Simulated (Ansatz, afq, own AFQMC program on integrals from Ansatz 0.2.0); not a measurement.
AFQMC on a folder of integrals that Ansatz 0.2.0 wrote.

```yaml
crystal:
  periodic: [false, false, false]
  atoms:
    - {symbol: N, position_ang: [0.000000, 0.000000, 0.000000]}
    - {symbol: N, position_ang: [0.000000, 0.000000, 0.968000]}
basis:
  gaussian: {orbitals: 6-31G}
magnetization: {spin_polarized: false}
correlation: {method: ccsd_t, electrons: outside_noble_gas, hamiltonian_folder: ham}
```

```sh
$ ansatz run in.yaml --threads 1 --pin off --events-out ev --progress --plain --max-ram 16896MiB --backend cuda --devices 0, --max-vram 18GiB
```

Options of the walk:

```
--method phaseless --trial cisd --walkers 4000 --populations 20 --least-time 60 --time-step 0.005 --steps-per-block 50 --equilibration-blocks 28 --max-blocks 4000 --target-error 0.00019 --factor-cut 1e-05 --seed 6296 --release-times 0.24,0.51,0.99,1.62,2.4 --release-step 0.03 --release-every 3 --taylor-order 6
```

Times are imaginary, in 1/Eh. The walk had a cap of 122 s. With eight or more populations the least sampling time is a fifth of least-time, and the error comes from their spread.

afq prints:

```
orbitals 16  electrons 5 5  factors 95 of 294
reference energy -108.80263153 Eh
CCSD correlation -0.19791567 Eh in 8 cycles, weight of the determinant in the CISD state 0.9286
energy of the start -109.000591 Eh
 block  time / (1/Eh)  mean weight  energy / Eh
     1     0.250  1.0001  -108.999128
     2     0.500  1.0001  -109.001795
     3     0.750  1.0003  -109.003594
     4     1.000  1.0002  -109.004433
     5     1.250  1.0002  -109.006748
    12     3.000  0.9997  -109.006834
    19     4.750  1.0001  -109.006070
    26     6.500  0.9997  -109.007442
    33     8.250  0.9997  -109.005848
    40    10.000  1.0002  -109.006118
    47    11.750  1.0001  -109.006200
    52    13.000  1.0001  -109.010637
    54    13.500  1.0000  -109.005750
    61    15.250  0.9999  -109.005985
    68    17.000  1.0001  -109.005993
    70    17.500  1.0001  -109.004976
    75    18.750  1.0000  -109.006282
    78    19.500  0.9999  -109.006738
error from the spread of 20 populations
released: time / (1/Eh)  energy / Eh  error  mean overlap
  0.24  -109.006714  0.000171  0.9994
  0.51  -109.006595  0.000113  1.0027
  0.99  -109.006826  0.000091  0.9983
  1.62  -109.006852  0.000098  0.9960
  2.40  -109.006792  0.000128  0.9917
energy -109.006588 +/- 0.000176 Eh
(rows thinned)
```

The run passed its tests (sampling time, drift between the halves within three errors, error under three times the target), which doesn't prove that it has relaxed. The second half of the sampling lies above the first by 1.8 errors of their difference, so the energy may still be moving and its error bar be too small.

Against this walk (error 4.8 meV) on the same determinant: CCSD(T) 28.6 meV higher, CCSDT(Q) 3.8 meV lower (within the noise), CCSDTQ 1.0 meV lower (within the noise), full CI 3.3 meV lower (within the noise). The error is statistical and leaves out the bias of the constraint. Released to 2.40 1/Eh the energy moves by -6 ± 6 meV (both errors), within twice the noise.

Cautions: constraint bias not in the error.

The walk took 12 s on 1 × NVIDIA H100 80GB HBM3 with 2 threads of AMD EPYC 7R13 Processor (Zen 3), on a shared host (the card was shared). The log's last line is the phaseless energy.

CCSDT and higher add their correlation energy to the determinant of the CCSD(T) run, since their own runs factorise the integrals more tightly (a shift of under 2 meV). A walk keeps the symmetry of its determinant, which the program's search chose and which needn't be the lowest solution, so a lower state of the same spin and another symmetry isn't excluded.
